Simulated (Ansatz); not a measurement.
# ClH3Si + ClH: molecular dynamics, part 1 of 2

Aim: follow the two partners and see whether they stay together, part or react. The start is relaxed first. Runs: 65 steps of 0.25 fs at constant energy (fourth-order Milne integrator), with velocities drawn for 1500 K; 100 steps of 0.5 fs at constant energy, with velocities drawn for 100 K; 100 steps of 0.5 fs under a Langevin thermostat at 300 K. SMILES of the start: Cl.[SiH3]Cl.

All numbers below are computed with Ansatz 0.2.0 (UKS CAM-B3LYP-D4/6-31G).

### Step 1. The structure to begin with

Bond lengths: Cl1–H2 1.282 Å, Si3–Cl4 2.013 Å, Si3–H5 1.460 Å, Si3–H6 1.460 Å, Si3–H7 1.459 Å. Angles: Cl4–Si3–H5 108.4°, Cl4–Si3–H6 107.4°, Cl4–Si3–H7 108.4°, H5–Si3–H6 110.9°, H5–Si3–H7 110.5°, H6–Si3–H7 111.1°.

Structure file:

```xyz
7

Cl   -0.2639   -0.2925   -2.4084
H     0.4927   -0.4314   -3.4342
Si   -0.0439    0.1135    1.0412
Cl   -0.0577    0.5692    3.0023
H     1.2989    0.3523    0.5211
H    -1.0186    0.9803    0.3856
H    -0.4074   -1.2913    0.8923
```

### Step 2. Relaxing the start

input.yaml

```yaml
crystal:
  periodic: [false, false, false]
  atoms:
    - { symbol: Cl, position_ang: [-0.2639, -0.2925, -2.4084] }
    - { symbol: H, position_ang: [0.4927, -0.4314, -3.4342] }
    - { symbol: Si, position_ang: [-0.0439, 0.1135, 1.0412] }
    - { symbol: Cl, position_ang: [-0.0577, 0.5692, 3.0023] }
    - { symbol: H, position_ang: [1.2989, 0.3523, 0.5211] }
    - { symbol: H, position_ang: [-1.0186, 0.9803, 0.3856] }
    - { symbol: H, position_ang: [-0.4074, -1.2913, 0.8923] }
magnetization:
  spin_polarized: true
basis:
  gaussian: { orbitals: "6-31G" }
hamiltonian:
  xc: cam_b3lyp
  dispersion: d4
relax:
  f_tol: 0.02
  max_steps: 40
```

Run with:

```bash
ansatz run input.yaml --threads 1 --pin off --max-ram 2048MiB --backend cpu --events-out ev --progress --plain --runs-dir out
```

The program printed, cut to the lines that bear on the results:

```text
Warning: RAYON_NUM_THREADS=1 ignored (pool sized by the plan → 1); use --threads N
[...]
Functional definition: CAM-B3LYP
[...]
588 factors; integrals over basis functions are off by at most 1.6e-4 eV
251 factors; integrals over basis functions are off by at most 7.1e-7 eV
[...]
mean field -32985.82799372 eV, -1212.2068201721 hartree, gradient 1.8e-5 eV, S^2 0.000000; 0 other end points of the search recorded, 0 dependent functions left out
[...]
reference -32985.82811630 eV, -1212.2068246767 hartree; 26, 26 occupied and 21, 21 virtual orbitals, 588 factors
relax step   1: F+E_penalty+E_count = -32985.93352814 eV  Δ(F+E_penalty+E_count) = +0.000e0 eV  max|allowed force component| = 3.433e0 eV/Å  Δτ_max = 0.0000 Å  (22 SCF iters, accepted)
[...]
relax step   3: F+E_penalty+E_count = -32986.24844923 eV  Δ(F+E_penalty+E_count) = -1.533e-2 eV  max|allowed force component| = 1.855e-1 eV/Å  Δτ_max = 0.0760 Å  (25 SCF iters, accepted)
[...]
relax step   5: F+E_penalty+E_count = -32986.25196983 eV  Δ(F+E_penalty+E_count) = -3.521e-3 eV  max|allowed force component| = 7.344e-2 eV/Å  Δτ_max = 0.0658 Å  (25 SCF iters, accepted)
[...]
relax step   7: F+E_penalty+E_count = -32986.25400403 eV  Δ(F+E_penalty+E_count) = -8.506e-5 eV  max|allowed force component| = 2.284e-1 eV/Å  Δτ_max = 0.1468 Å  (25 SCF iters, accepted)
[...]
relax step   9: F+E_penalty+E_count = -32986.25600857 eV  Δ(F+E_penalty+E_count) = -2.298e-4 eV  max|allowed force component| = 4.640e-3 eV/Å  Δτ_max = 0.0182 Å  (25 SCF iters, accepted)
[...]
relax step  10: F+E_penalty+E_count = -32986.25603656 eV  Δ(F+E_penalty+E_count) = -2.800e-5 eV  max|allowed force component| = 1.275e-2 eV/Å  Δτ_max = 0.0211 Å  (25 SCF iters, accepted)
588 factors; integrals over basis functions are off by at most 1.6e-4 eV
251 factors; integrals over basis functions are off by at most 6.8e-7 eV
mean field -32986.15196907 eV, -1212.2187260465 hartree, gradient 1.4e-5 eV, S^2 0.000000; 1 other end points of the search recorded, 0 dependent functions left out
[...]
reference -32986.15209274 eV, -1212.2187305914 hartree; 26, 26 occupied and 21, 21 virtual orbitals, 588 factors
Total energy: -32986.25616024 eV, -1212.2225550012 hartree
Atom 0 at    -0.410001    -0.268453    -2.532518 Å, force     0.012750    -0.002689    -0.007286 eV/Å
Atom 1 at     0.720188    -0.569128    -3.134719 Å, force    -0.012626     0.002219     0.006753 eV/Å
Atom 2 at    -0.078212     0.142468     0.958221 Å, force    -0.007853    -0.001207    -0.000340 eV/Å
Atom 3 at     0.103142     0.458767     3.116213 Å, force     0.004160     0.001151    -0.008193 eV/Å
Atom 4 at     1.251813     0.451564     0.362101 Å, force    -0.005724    -0.000063     0.008632 eV/Å
Atom 5 at    -1.134505     1.069894     0.468823 Å, force     0.006197    -0.003009     0.002525 eV/Å
Atom 6 at    -0.452325    -1.285012     0.761779 Å, force     0.003096     0.003599    -0.002091 eV/Å
Dipole moment:     0.262864    -0.192869    -0.901022 e Å
```

Wall time 1.8 min (1 thread of Intel Xeon at 2.50GHz (Skylake/Cascade Lake), shared host); peak memory 0.18 GiB.

The steps of the relaxation:

| step | energy from step 1 (eV) | largest force component (eV/Å) |
| --- | --- | --- |
| 1 | 0.0000 | 3.4332 |
| 2 | -0.2996 | 0.2551 |
| 3 | -0.3149 | 0.1855 |
| 4x | -0.3118 | 0.4084 |
| 5 | -0.3184 | 0.0734 |
| 6 | -0.3204 | 0.0164 |
| 7 | -0.3205 | 0.2284 |
| 8 | -0.3223 | 0.0344 |
| 9 | -0.3225 | 0.0046 |
| 10 | -0.3225 | 0.0127 |

Step 1 is the start. 1 step was tried and not accepted (marked x).

After: Bond lengths: Cl1–H2 1.315 Å, Si3–Cl4 2.189 Å, Si3–H5 1.490 Å, Si3–H6 1.488 Å, Si3–H7 1.489 Å. Angles: Cl4–Si3–H5 106.9°, Cl4–Si3–H6 107.0°, Cl4–Si3–H7 106.8°, H5–Si3–H6 111.9°, H5–Si3–H7 111.7°, H6–Si3–H7 112.1°.

### Step 3. Run 1

65 steps of 0.25 fs at constant energy (fourth-order milne integrator), with velocities drawn for 1500 K, from the relaxed start. H is given a mass of 2.014 u.

input.yaml

```yaml
crystal:
  periodic: [false, false, false]
  atoms:
    - { symbol: Cl, position_ang: [-0.410001, -0.268453, -2.532518] }
    - { symbol: H, position_ang: [0.720188, -0.569128, -3.134719] }
    - { symbol: Si, position_ang: [-0.078212, 0.142468, 0.958221] }
    - { symbol: Cl, position_ang: [0.103142, 0.458767, 3.116213] }
    - { symbol: H, position_ang: [1.251813, 0.451564, 0.362101] }
    - { symbol: H, position_ang: [-1.134505, 1.069894, 0.468823] }
    - { symbol: H, position_ang: [-0.452325, -1.285012, 0.761779] }
magnetization:
  spin_polarized: true
basis:
  gaussian: { orbitals: "6-31G" }
hamiltonian:
  xc: cam_b3lyp
  dispersion: d4
md:
  timestep: 0.25
  n_steps: 65
  ensemble: nve_milne
  temperature: 1500.0
  initial_velocities: maxwell_boltzmann
  seed: 277074
  masses: [{ species: H, mass: 2.014 }]
```

Run with:

```bash
ansatz run input.yaml --threads 1 --pin off --max-ram 2048MiB --backend cpu --events-out ev --progress --plain --runs-dir out
```

The program printed, cut to the lines that bear on the results:

```text
Warning: RAYON_NUM_THREADS=1 ignored (pool sized by the plan → 1); use --threads N
[...]
[... 1 set-up line as earlier in the session ...]
[...]
589 factors; integrals over basis functions are off by at most 1.6e-4 eV
251 factors; integrals over basis functions are off by at most 6.8e-7 eV
[...]
mean field -32986.15195335 eV, -1212.2187254689 hartree, gradient 2.4e-5 eV, S^2 0.000000; 0 other end points of the search recorded, 0 dependent functions left out
[...]
reference -32986.15207695 eV, -1212.2187300111 hartree; 26, 26 occupied and 21, 21 virtual orbitals, 589 factors
md step     0: t =     0.00 fs  T =  1500.0 K  F+E_penalty+E_count = -32986.25602084 eV  E_kin = 0.969450 eV  conserved = -32985.28657085 eV  (22 SCF iters)
[...]
md step     8: t =     2.00 fs  T =  1383.7 K  F+E_penalty+E_count = -32986.18082757 eV  E_kin = 0.894257 eV  conserved = -32985.28657044 eV  (22 SCF iters)
[...]
md step    16: t =     4.00 fs  T =  1171.4 K  F+E_penalty+E_count = -32986.04364100 eV  E_kin = 0.757070 eV  conserved = -32985.28657060 eV  (22 SCF iters)
[...]
md step    24: t =     6.00 fs  T =  1041.7 K  F+E_penalty+E_count = -32985.95983590 eV  E_kin = 0.673266 eV  conserved = -32985.28657001 eV  (22 SCF iters)
[...]
md step    30: t =     7.50 fs  T =   952.4 K  F+E_penalty+E_count = -32985.90208820 eV  E_kin = 0.615518 eV  conserved = -32985.28656980 eV  (22 SCF iters)
md step    31: t =     7.75 fs  T =   933.1 K  F+E_penalty+E_count = -32985.88965809 eV  E_kin = 0.603088 eV  conserved = -32985.28657038 eV  (22 SCF iters)
```

### Step 4. The output, continued: dynamics from the start

The log, continued, cut to the lines that bear on the results:

```text
md step    32: t =     8.00 fs  T =   912.4 K  F+E_penalty+E_count = -32985.87622467 eV  E_kin = 0.589654 eV  conserved = -32985.28657023 eV  (22 SCF iters)
[...]
md step    40: t =    10.00 fs  T =   703.4 K  F+E_penalty+E_count = -32985.74117427 eV  E_kin = 0.454605 eV  conserved = -32985.28656930 eV  (22 SCF iters)
[...]
md step    48: t =    12.00 fs  T =   506.3 K  F+E_penalty+E_count = -32985.61380078 eV  E_kin = 0.327231 eV  conserved = -32985.28656932 eV  (22 SCF iters)
[...]
md step    56: t =    14.00 fs  T =   435.4 K  F+E_penalty+E_count = -32985.56799436 eV  E_kin = 0.281425 eV  conserved = -32985.28656908 eV  (22 SCF iters)
[...]
md step    64: t =    16.00 fs  T =   502.3 K  F+E_penalty+E_count = -32985.61122249 eV  E_kin = 0.324653 eV  conserved = -32985.28656936 eV  (23 SCF iters)
[...]
md step    65: t =    16.25 fs  T =   516.8 K  F+E_penalty+E_count = -32985.62057439 eV  E_kin = 0.334005 eV  conserved = -32985.28656921 eV  (24 SCF iters)
Total energy: -32985.62069894 eV, -1212.1992022291 hartree
Atom 0 at    -0.399519    -0.272582    -2.537668 Å, force     0.230400    -0.189485    -0.409551 eV/Å
Atom 1 at     0.298325    -0.863373    -3.507207 Å, force    -0.237529     0.218695     0.367974 eV/Å
Atom 2 at    -0.055521     0.120663     0.932280 Å, force    -0.690624     0.678697     0.617351 eV/Å
Atom 3 at     0.088469     0.464299     3.151344 Å, force    -0.413307    -0.678642    -0.067179 eV/Å
Atom 4 at     1.201455     0.845777     0.807984 Å, force     1.004435    -0.462804    -0.939314 eV/Å
Atom 5 at    -0.977228     1.283776     0.605007 Å, force    -0.286538    -0.849853    -0.253130 eV/Å
Atom 6 at    -0.380037    -1.319481     0.386213 Å, force     0.393163     1.283392     0.683848 eV/Å
Dipole moment:     0.148445    -0.419587    -1.137176 e Å
```

Run time: 8.3 min. Hardware: 1 thread of Intel Xeon at 2.50GHz (Skylake/Cascade Lake), shared host; peak memory 0.17 GiB.

### Step 5. What the atoms did

One step in 5; energies are changes from step 0:

| time (fs) | T (K) | potential energy change (meV/atom) | total energy change (meV/atom) | closest contact of the partners (Å) |
| --- | --- | --- | --- | --- |
| 0.0 | 1500 | 0.0 | 0.00 | 3.37 |
| 1.2 | 1452 | 4.4 | 0.00 | 3.39 |
| 2.5 | 1329 | 15.8 | 0.00 | 3.39 |
| 3.8 | 1195 | 28.2 | 0.00 | 3.36 |
| 5.0 | 1096 | 37.3 | 0.00 | 3.33 |
| 6.2 | 1029 | 43.5 | 0.00 | 3.30 |
| 7.5 | 952 | 50.6 | 0.00 | 3.27 |
| 8.8 | 841 | 60.8 | 0.00 | 3.25 |
| 10.0 | 703 | 73.5 | 0.00 | 3.22 |
| 11.2 | 570 | 85.9 | 0.00 | 3.20 |
| 12.5 | 474 | 94.7 | 0.00 | 3.17 |
| 13.8 | 436 | 98.3 | 0.00 | 3.15 |
| 15.0 | 455 | 96.4 | 0.00 | 3.13 |
| 16.2 | 517 | 90.8 | 0.00 | 3.11 |

time (fs), T (K) and a bar:
```
      0.0       1500 ##############################
      0.8       1483 ##############################
      1.5       1432 ############################
      2.0       1384 ###########################
      2.8       1301 ########################
      3.5       1219 ######################
      4.2       1150 ####################
      5.0       1096 ###################
      5.8       1055 #################
      6.2       1029 #################
      7.0        986 ################
      7.8        933 ##############
      8.5        866 ############
      9.2        788 ##########
     10.0        703 ########
     10.5        647 ######
     11.2        570 ####
     12.0        506 ##
     12.8        462 #
     13.5        439 
     14.2        437 
     14.8        448 
     15.5        476 #
     16.2        517 ##
```

### Step 6. Positions and forces

Extended XYZ, with forces in eV/Å:

```xyz
7
time_fs=2.0 T=1384 dE=0.0752
Cl   -0.407   -0.269   -2.534   -1.003    0.318    0.613
H     0.646   -0.602   -3.173    1.003   -0.315   -0.604
Si   -0.081    0.130    0.952    0.870    1.199    0.422
Cl    0.102    0.461    3.121   -0.079   -0.142   -0.059
H     1.271    0.552    0.437   -0.257   -0.304   -0.044
H    -1.082    1.109    0.504   -0.351    0.093   -0.176
H    -0.438   -1.248    0.721   -0.182   -0.849   -0.151
7
time_fs=4.0 T=1171 dE=0.2124
Cl   -0.406   -0.270   -2.534   -1.268    0.473    0.877
H     0.589   -0.640   -3.222    1.266   -0.467   -0.864
Si   -0.083    0.120    0.946    1.538    2.228    0.768
Cl    0.101    0.463    3.125   -0.156   -0.277   -0.088
H     1.286    0.646    0.510   -0.510   -0.634   -0.118
H    -1.036    1.151    0.535   -0.574    0.088   -0.287
H    -0.426   -1.227    0.678   -0.295   -1.410   -0.287
7
time_fs=6.0 T=1042 dE=0.2962
Cl   -0.406   -0.270   -2.534   -0.572    0.250    0.437
H     0.555   -0.687   -3.286    0.568   -0.240   -0.426
Si   -0.083    0.113    0.940    1.735    2.637    0.935
Cl    0.100    0.465    3.130   -0.225   -0.397   -0.096
H     1.291    0.728    0.582   -0.640   -0.919   -0.240
H    -1.001    1.193    0.561   -0.631   -0.074   -0.325
H    -0.420   -1.232    0.629   -0.234   -1.256   -0.285
7
time_fs=8.0 T=912 dE=0.3798
Cl   -0.406   -0.269   -2.533    0.344   -0.169   -0.330
H     0.532   -0.738   -3.358   -0.350    0.184    0.334
Si   -0.080    0.109    0.937    1.486    2.421    0.900
Cl    0.098    0.466    3.134   -0.285   -0.497   -0.086
H     1.284    0.792    0.648   -0.595   -1.099   -0.400
H    -0.978    1.234    0.582   -0.570   -0.349   -0.315
H    -0.419   -1.260    0.575   -0.031   -0.490   -0.102
7
time_fs=10.2 T=675 dE=0.5331
Cl   -0.406   -0.269   -2.532    0.942   -0.539   -0.985
H     0.497   -0.791   -3.431   -0.949    0.559    0.976
Si   -0.074    0.108    0.934    0.916    1.876    0.749
Cl    0.096    0.467    3.139   -0.340   -0.582   -0.064
H     1.263    0.840    0.714   -0.330   -1.137   -0.594
H    -0.964    1.272    0.597   -0.455   -0.667   -0.288
H    -0.417   -1.301    0.513    0.215    0.491    0.206
7
time_fs=12.2 T=489 dE=0.6533
Cl   -0.405   -0.270   -2.533    1.027   -0.664   -1.199
H     0.449   -0.827   -3.477   -1.034    0.689    1.177
Si   -0.068    0.111    0.932    0.320    1.393    0.637
Cl    0.094    0.466    3.143   -0.377   -0.634   -0.047
H     1.238    0.860    0.760    0.071   -1.012   -0.752
H    -0.962    1.293    0.605   -0.366   -0.860   -0.268
H    -0.412   -1.329    0.461    0.359    1.090    0.452
7
time_fs=14.2 T=437 dE=0.6868
Cl   -0.403   -0.271   -2.535    0.767   -0.561   -1.024
H     0.381   -0.851   -3.501   -0.774    0.588    0.991
Si   -0.062    0.115    0.932   -0.262    0.973    0.590
Cl    0.091    0.466    3.147   -0.402   -0.666   -0.044
H     1.214    0.860    0.793    0.563   -0.760   -0.874
H    -0.967    1.297    0.607   -0.309   -0.924   -0.256
H    -0.400   -1.337    0.418    0.417    1.350    0.618
7
time_fs=16.2 T=517 dE=0.6354
Cl   -0.400   -0.273   -2.538    0.230   -0.190   -0.410
H     0.298   -0.863   -3.507   -0.237    0.219    0.368
Si   -0.056    0.121    0.932   -0.691    0.679    0.617
Cl    0.088    0.464    3.151   -0.413   -0.679   -0.067
H     1.202    0.846    0.808    1.004   -0.463   -0.939
H    -0.977    1.284    0.605   -0.286   -0.850   -0.253
H    -0.380   -1.319    0.386    0.393    1.283    0.684
```

On run 1: The temperature starts at 1500 K and averages 574 K in the second half, where it ranges from 435 to 890 K. About half is expected from a start at a minimum: kinetic energy passes into potential energy until both shares match. The total energy strays from its start by at most 0.00 meV/atom, under 0.1 % of the mean kinetic energy, so a step of 0.25 fs is short enough over this time. The bonds all hold. The partners' closest contact goes from 3.37 to 3.11 Å; so short a run doesn't show whether they stay bound.

### Step 7. Run 2

100 steps of 0.5 fs at constant energy, with velocities drawn for 100 K, starting from the last frame of an earlier run, with new velocities.

input.yaml

```yaml
crystal:
  periodic: [false, false, false]
  atoms:
    - { symbol: Cl, position_ang: [-0.399519, -0.272582, -2.537668] }
    - { symbol: H, position_ang: [0.298325, -0.863373, -3.507207] }
    - { symbol: Si, position_ang: [-0.055521, 0.120663, 0.93228] }
    - { symbol: Cl, position_ang: [0.088469, 0.464299, 3.151344] }
    - { symbol: H, position_ang: [1.201455, 0.845777, 0.807984] }
    - { symbol: H, position_ang: [-0.977228, 1.283776, 0.605007] }
    - { symbol: H, position_ang: [-0.380037, -1.319481, 0.386213] }
magnetization:
  spin_polarized: true
basis:
  gaussian: { orbitals: "6-31G" }
hamiltonian:
  xc: cam_b3lyp
  dispersion: d4
md:
  timestep: 0.5
  n_steps: 100
  ensemble: nve
  temperature: 100.0
  initial_velocities: maxwell_boltzmann
  seed: 770655
```

Run with:

```bash
ansatz run input.yaml --threads 1 --pin off --max-ram 2048MiB --backend cpu --events-out ev --progress --plain --runs-dir out
```

The program printed, cut to the lines that bear on the results:

```text
Warning: RAYON_NUM_THREADS=1 ignored (pool sized by the plan → 1); use --threads N
[...]
[... 1 set-up line as earlier in the session ...]
[...]
587 factors; integrals over basis functions are off by at most 1.7e-4 eV
251 factors; integrals over basis functions are off by at most 8.9e-7 eV
[...]
mean field -32985.51784168 eV, -1212.1954222948 hartree, gradient 5.1e-5 eV, S^2 0.000000; 0 other end points of the search recorded, 0 dependent functions left out
[...]
reference -32985.51796671 eV, -1212.1954268895 hartree; 26, 26 occupied and 21, 21 virtual orbitals, 587 factors
md step     0: t =     0.00 fs  T =   100.0 K  F+E_penalty+E_count = -32985.62057285 eV  E_kin = 0.064630 eV  conserved = -32985.55594285 eV  (23 SCF iters)
[...]
md step    12: t =     6.00 fs  T =   606.5 K  F+E_penalty+E_count = -32985.94889349 eV  E_kin = 0.391949 eV  conserved = -32985.55694451 eV  (26 SCF iters, 3 dispersion substeps)
[...]
md step    24: t =    12.00 fs  T =   753.8 K  F+E_penalty+E_count = -32986.04414934 eV  E_kin = 0.487197 eV  conserved = -32985.55695270 eV  (25 SCF iters, 3 dispersion substeps)
[...]
md step    36: t =    18.00 fs  T =   561.6 K  F+E_penalty+E_count = -32985.91954840 eV  E_kin = 0.362976 eV  conserved = -32985.55657256 eV  (26 SCF iters, 3 dispersion substeps)
[...]
md step    48: t =    24.00 fs  T =   458.4 K  F+E_penalty+E_count = -32985.85281957 eV  E_kin = 0.296280 eV  conserved = -32985.55653907 eV  (22 SCF iters, 3 dispersion substeps)
md step    49: t =    24.50 fs  T =   452.6 K  F+E_penalty+E_count = -32985.84919119 eV  E_kin = 0.292538 eV  conserved = -32985.55665335 eV  (22 SCF iters, 3 dispersion substeps)
md step    50: t =    25.00 fs  T =   446.3 K  F+E_penalty+E_count = -32985.84522429 eV  E_kin = 0.288466 eV  conserved = -32985.55675805 eV  (26 SCF iters, 3 dispersion substeps)
```

### Step 8. The log goes on: dynamics from the last frame of an earlier run

Output, continued, cut to the lines that bear on the results:

```text
md step    51: t =    25.50 fs  T =   437.1 K  F+E_penalty+E_count = -32985.83929412 eV  E_kin = 0.282472 eV  conserved = -32985.55682190 eV  (26 SCF iters, 3 dispersion substeps)
[...]
md step    63: t =    31.50 fs  T =   382.0 K  F+E_penalty+E_count = -32985.80324952 eV  E_kin = 0.246886 eV  conserved = -32985.55636345 eV  (22 SCF iters, 3 dispersion substeps)
[...]
md step    75: t =    37.50 fs  T =   804.5 K  F+E_penalty+E_count = -32986.07645899 eV  E_kin = 0.519932 eV  conserved = -32985.55652680 eV  (25 SCF iters, 3 dispersion substeps)
[...]
md step    87: t =    43.50 fs  T =   660.1 K  F+E_penalty+E_count = -32985.98319614 eV  E_kin = 0.426617 eV  conserved = -32985.55657873 eV  (24 SCF iters, 3 dispersion substeps)
[...]
md step    99: t =    49.50 fs  T =   347.6 K  F+E_penalty+E_count = -32985.78178853 eV  E_kin = 0.224636 eV  conserved = -32985.55715291 eV  (25 SCF iters, 3 dispersion substeps)
[...]
md step   100: t =    50.00 fs  T =   301.7 K  F+E_penalty+E_count = -32985.75206572 eV  E_kin = 0.194992 eV  conserved = -32985.55707326 eV  (23 SCF iters, 3 dispersion substeps)
Total energy: -32985.75218811 eV, -1212.2040343671 hartree
Atom 0 at    -0.387821    -0.285237    -2.474727 Å, force    -0.032976     0.043146    -0.237913 eV/Å
Atom 1 at     0.313898    -1.016413    -3.311753 Å, force     0.011557     0.009783     0.000666 eV/Å
Atom 2 at    -0.081449     0.193990     0.948759 Å, force     1.211618     0.865165    -0.513356 eV/Å
Atom 3 at     0.093624     0.423152     3.083192 Å, force    -0.327189    -0.624634     0.744485 eV/Å
Atom 4 at     1.299993     0.655242     0.649794 Å, force     0.006466     0.271736    -0.378876 eV/Å
Atom 5 at    -1.129309     1.134430     0.592775 Å, force    -0.509337     0.499451    -0.246418 eV/Å
Atom 6 at    -0.212370    -0.977485     0.085285 Å, force    -0.360139    -1.064647     0.631413 eV/Å
Dipole moment:     0.091153    -0.373034    -0.883591 e Å
```

Wall time 12 min (1 thread of Intel Xeon at 2.50GHz (Skylake/Cascade Lake), shared host); peak memory 0.17 GiB.

(Continued in part 2 of 2.)
